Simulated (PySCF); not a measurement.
Level of theory and adiabatic energies of losing or gaining an electron: ethoxide

Structure: `CC[O-]` ([C2H5O]-).

All levels share the PBE0-D3(BJ)/ma-def2-SVP structures and the PBE0-D3(BJ)/ma-def2-SVP thermal terms; only the single-point energies (PySCF) change. Values are adiabatic energies of losing or gaining an electron (0 K, eV).

```jsonl
{"level": "HF/ma-def2-TZVP", "detachment energy to the radical": "-0.22", "abs. error": "1.93", "time": "8 s"}
{"level": "PBE0-D3(BJ)/6-31G", "detachment energy to the radical": "0.61", "abs. error": "1.11", "time": "9.6 s"}
{"level": "PBE0-D3(BJ)/cc-pVDZ", "detachment energy to the radical": "0.75", "abs. error": "0.96", "time": "16 s"}
{"level": "PBE0-D3(BJ)/def2-SV(P)", "detachment energy to the radical": "0.84", "abs. error": "0.87", "time": "13 s"}
{"level": "PBE0-D3(BJ)/pcseg-1", "detachment energy to the radical": "1.09", "abs. error": "0.62", "time": "15 s"}
{"level": "PBE0-D3(BJ)/cc-pVTZ", "detachment energy to the radical": "1.17", "abs. error": "0.54", "time": "49 s"}
{"level": "PBE0-D3(BJ)/def2-TZVP", "detachment energy to the radical": "1.28", "abs. error": "0.43", "time": "30 s"}
{"level": "PBE0-D3(BJ)/def2-TZVPP", "detachment energy to the radical": "1.28", "abs. error": "0.43", "time": "47 s"}
{"level": "PBE0-D3(BJ)/pcseg-2", "detachment energy to the radical": "1.39", "abs. error": "0.32", "time": "47 s"}
{"level": "PBE0-D3(BJ)/6-31+G*", "detachment energy to the radical": "1.42", "abs. error": "0.30", "time": "15 s"}
{"level": "PBE0-D3(BJ)/def2-TZVPD", "detachment energy to the radical": "1.46", "abs. error": "0.25", "time": "51 s"}
{"level": "PBE0-D3(BJ)/ma-def2-TZVP", "detachment energy to the radical": "1.46", "abs. error": "0.25", "time": "–"}
{"level": "PBE0-D3(BJ)/jun-cc-pV(T+d)Z", "detachment energy to the radical": "1.47", "abs. error": "0.25", "time": "65 s"}
{"level": "HSE06/ma-def2-TZVP", "detachment energy to the radical": "1.47", "abs. error": "0.24", "time": "70 s"}
{"level": "PBE0-D3(BJ)/6-311++G(2d,2p)", "detachment energy to the radical": "1.48", "abs. error": "0.23", "time": "34 s"}
{"level": "PBE0-D3(BJ)/ma-def2-SVP", "detachment energy to the radical": "1.48", "abs. error": "0.23", "time": "17 s"}
{"level": "PBE0-D3(BJ)/def2-SVPD", "detachment energy to the radical": "1.50", "abs. error": "0.22", "time": "25 s"}
{"level": "LC-ωPBE/ma-def2-TZVP", "detachment energy to the radical": "1.51", "abs. error": "0.21", "time": "62 s"}
{"level": "PBE0-D3(BJ)/aug-pcseg-1", "detachment energy to the radical": "1.52", "abs. error": "0.19", "time": "29 s"}
{"level": "ωB97X-D3(BJ)/ma-def2-TZVP", "detachment energy to the radical": "1.55", "abs. error": "0.16", "time": "40 s"}
{"level": "OPBE/ma-def2-TZVP", "detachment energy to the radical": "1.57", "abs. error": "0.14", "time": "57 s"}
{"level": "CAM-B3LYP-D3(BJ)/ma-def2-TZVP", "detachment energy to the radical": "1.57", "abs. error": "0.14", "time": "42 s"}
{"level": "M06-2X/ma-def2-TZVP (grid 3)", "detachment energy to the radical": "1.58", "abs. error": "0.13", "time": "120 s"}
{"level": "M06/ma-def2-TZVP (grid 3)", "detachment energy to the radical": "1.61", "abs. error": "0.10", "time": "110 s"}
{"level": "ωB97M-D3(BJ)/ma-def2-TZVP (grid 3)", "detachment energy to the radical": "1.62", "abs. error": "0.10", "time": "110 s"}
{"level": "ATcT 1.112", "detachment energy to the radical": "1.71", "abs. error": "", "time": ""}
```

Times are wall times for all single points of a level on 1 thread of Arm Neoverse N1, a shared host; the dash marks the run that also made the structures. HSE06, LC-ωPBE, OPBE ran on a slower path of this set-up, which computes the density-fitting integrals anew in every SCF cycle while the other levels store them. So the times needn't show the usual order of cost, and those levels read slower than they are.

Hartree-Fock leaves out electron correlation, so its ionisation energies and electron affinities from energy differences come out too low, often by 1 eV or more.

The spread: 1.84 eV, from -0.22 to 1.62.
